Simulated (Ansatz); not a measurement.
Corundum (α-Al2O3), treated with PBE in Ansatz (PAW).

Numerical settings: plane-wave cutoff 520 eV, 6×6×6 k mesh, scalar-relativistic PAW data made under PBE.

Computed at the level's own relaxed cell.

Elastic tensor (GPa, Voigt notation, ions relaxed):

```
  448.0   148.9   106.5    20.2     0.0     0.0
  148.9   448.0   106.5   -20.2     0.0     0.0
  106.5   106.5   452.1     0.0     0.0     0.0
   20.2   -20.2     0.0   130.6     0.0     0.0
    0.0     0.0     0.0     0.0   130.6    20.2
    0.0     0.0     0.0     0.0    20.2   149.6
```

### Question
Work out the Voigt, Reuss and Hill averages of the bulk and shear moduli, Young's modulus and Poisson's ratio from the printed constants.

### Answer
K_V = [C11 + C22 + C33 + 2(C12 + C13 + C23)]/9 = [1348.1 + 2 × 361.9]/9 = 230.2 GPa. G_V = [1348.1 − 361.9 + 3 × 410.8]/15 = 147.9 GPa. From the compliances S = C⁻¹, K_R = 229.9 and G_R = 143.3 GPa. Hill means: K = 230.1, G = 145.6 GPa. E = 9KG/(3K + G) = 361 GPa, ν = (3K − 2G)/(6K + 2G) = 0.24, K/G = 1.58.

Measured, for comparison: elastic constant C11 497 GPa (temperature not stated, not corrected to a static lattice; as tabulated in Liu et al. (2023), arXiv:2002.00005); elastic constant C12 163 GPa, elastic constant C44 147 GPa, elastic constant C33 501 GPa (temperature not stated, not corrected to a static lattice; as tabulated in Oses et al. (2018), arXiv:1811.08464). Computed less measured: elastic constant C11 -10 %, elastic constant C12 -9 %, elastic constant C44 -11 %, elastic constant C33 -10 %.

Computed values are for the static lattice.

Ansatz is a first-principles code.
